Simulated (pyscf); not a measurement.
## Four-centre exchange: H₃C–SnH₃ + HF → H₃C–SnH₃ + HF

Gas phase, singlet surface, charge 0. Bonds broken: C1–H10, H3–F9. Bonds formed: C1–H3, F9–H10. Optimised with ωB97X-D3(BJ)/def2-SVP in PySCF. Correlated levels are frozen-core, on RHF or UHF. ΔMP2 is the change of the MP2 total energy from the triple- to the quadruple-zeta basis.

Transition state (Å):

```xyz
10

C     -1.2676    -0.5218    -0.3983
Sn    -0.3059     1.3911    -0.7985
H     -0.9735    -1.5489     0.3670
H     -1.3252    -1.0159    -1.3780
H     -2.2584    -0.2586    -0.0029
H     -0.2250     2.2710     0.6574
H      1.2455     1.0955    -1.4358
H     -1.2912     2.1896    -1.9391
F      0.0370    -1.7993     1.1897
H     -0.2877    -0.7794     0.4081
```

One imaginary mode, 2310i cm⁻¹; descent along it reached the two sides named.

```
bond    change  reactant side (Å)  saddle  product side
------  ------  -----------------  ------  ------------
C1–H10  breaks              1.100   1.295           3.3
H3–F9   breaks              0.925   1.327         2.576
C1–H3    forms              2.252   1.314         1.099
F9–H10   forms              2.532   1.325         0.929
```

Electronic energies relative to the separated reactants (kJ/mol):

```
level                             barrier  reaction energy  reverse barrier
--------------------------------  -------  ---------------  ---------------
ωB97X-D3(BJ)/def2-TZVP              247.6              0.0            247.6
PBE/def2-TZVP                       204.3              0.0            204.3
r²SCAN/def2-TZVP                    223.1              0.0            223.1
B3LYP-D3(BJ)/def2-TZVP              238.1              0.0            238.1
PBE0-D3(BJ)/def2-TZVP               230.0              0.0            230.0
M06-2X/def2-TZVP                    252.2              0.0            252.2
ωB97M-D3(BJ)/def2-TZVP              246.1              0.0            246.1
HF/def2-TZVP                        343.1              0.0            343.1
MP2/def2-QZVPP                      251.3              0.0            251.3
CCSD/def2-TZVPP                     279.5              0.0            279.5
CCSD(T)/def2-TZVPP                  264.5              0.0            264.5
CCSD(T)/def2-TZVPP + ΔMP2(QZVPP)    261.5              0.0            261.5
```

With CCSD(T)/def2-TZVPP + ΔMP2(QZVPP) energies and thermal terms (ideal gas, 1 atm, RRHO with modes under 100 cm⁻¹ raised to 100, one conformer, R ln 2 for chiral ones without a mode under 150 cm⁻¹), in kJ/mol:

```csv
T (K),ΔH‡,ΔG‡,ΔH,ΔG
298,248.9,285.4,0.0,0.0
600,248.6,322.6,0.0,0.0
900,250.3,359.4,0.0,0.0
1200,252.8,395.3,0.0,0.0
```

The same reactants have a lower exit, to H₃C–SnH₂–F + H₂ (barrier +104.1 kJ/mol at ωB97M-D3(BJ)/def2-TZVP, against +246.1 kJ/mol here). One saddle was located; it need not be the lowest between these sides. The CCSD(T) − MP2 part came from Ansatz, without density fitting, on the same reference. The frozen core leaves the outer d or s,p core shells of the metals and heavy elements correlated in the MP2 and CC values, and def2-TZVPP describes them poorly, which can shift differences by a few kcal/mol. Elements past Kr carry the def2 core potentials, without spin-orbit coupling.
